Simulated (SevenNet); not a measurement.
**hcp Hf**

All values below come from the machine-learned potential SevenNet-0 (trained on PBE and PBE+U data).

Cell: relaxed at this level.

```
Item                                Result
---------------------------  -------------
lattice constant a                 3.181 Å
c axis length                      5.131 Å
equilibrium volume per atom  22.49 Å³/atom
```

Measured, for comparison: lattice constant a 3.194 Å (293 K, not corrected to a static lattice, our sources range from 3.194 to 3.200; as tabulated in Wikipedia's data pages); lattice parameter c 5.051 Å (293 K, not corrected to a static lattice; as tabulated in Wikipedia's data pages). Computed (rounded) less measured: lattice constant a -0.4 % (-0.4 % to -0.6 % over the range), lattice parameter c +1.6 %. A static lattice is as a rule a little smaller and stiffer than an uncorrected measurement, which narrows the difference in the lattice constant a and would widen misses of the other sign.

A machine-learned potential is trained on density-functional data: it inherits that level's misses and adds fitting errors of its own.
